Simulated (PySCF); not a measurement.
Compound: nitrous acid, HNO2.
Cartesian coordinates in Å at the PBE0-D3(BJ)/def2-TZVP level; atoms count from 1:
```xyz
4
HNO2 angstrom
O      0.997   -0.759   -0.063
N      0.716    0.381   -0.055
O     -0.624    0.616    0.026
H     -1.051   -0.264    0.059
```

Method used: TDDFT CAM-B3LYP/aug-cc-pVTZ, vertical, gas phase, core orbitals frozen in the response (PySCF 2.14.0, density-fitted response routines). Isolated species at its PBE0-D3(BJ)/def2-TZVP geometry, gas phase.

Ground-to-excited transition dipoles (e·a0, same axes as the geometry; the sign carries no meaning), for the states with f of 0.002 or more among the lowest 9:

| state | E (hartree) | μx | μy | μz |
| --- | --- | --- | --- | --- |
| S2 | 0.2564 | -0.232 | 0.437 | 0.011 |
| S4 | 0.2801 | 0.695 | -0.053 | -0.042 |
| S5 | 0.3239 | 0.431 | 0.027 | -0.027 |
| S6 | 0.3253 | -0.012 | -0.001 | -0.195 |
| S7 | 0.3401 | -0.052 | -0.643 | 0.005 |
| S8 | 0.3403 | 0.022 | -0.002 | 0.380 |
| S9 | 0.3594 | -0.530 | 0.130 | 0.032 |

Question: Work out the oscillator strengths.

Answer: f = (2/3) ΔE |μ|² with ΔE in hartree (27.2114 eV).

| state | \|μ\|² (au) | \|μ\| (D) | f |
| --- | --- | --- | --- |
| S2 | 0.245 | 1.26 | 0.042 |
| S4 | 0.488 | 1.78 | 0.091 |
| S5 | 0.187 | 1.10 | 0.040 |
| S6 | 0.038 | 0.50 | 0.008 |
| S7 | 0.416 | 1.64 | 0.094 |
| S8 | 0.145 | 0.97 | 0.033 |
| S9 | 0.299 | 1.39 | 0.072 |

Question: Label these states by symmetry in Cs.

Answer: The ground state is totally symmetric, so the direction of μ fixes the label. Polarised normal to the mirror plane, so A″: S6 and S8. Polarised in the mirror plane, so A′: S2, S4, S5, S7 and S9.

Question: What angle do the transition dipoles of S7 and S8 make?

Answer: |cos θ| = |μa·μb| / (|μa| |μb|) = 0.01, so θ ≈ 89° (taken between 0 and 90°, since the signs are arbitrary).

Question: How is the summed strength of these states shared among x, y and z?

Answer: (2/3) Σ ΔE μα² gives 0.208 for x, 0.131 for y and 0.042 for z, 0.381 in all.

Question: What peak molar absorption coefficient would the strongest computed level give as a lone Gaussian band 0.3 eV wide at half height?

Answer: ε(max) = 2.175×10⁸ f / FWHM, with the width in cm⁻¹. S7: 2.175×10⁸ × 0.0942 / 2420 ≈ 8500 L mol⁻¹ cm⁻¹.
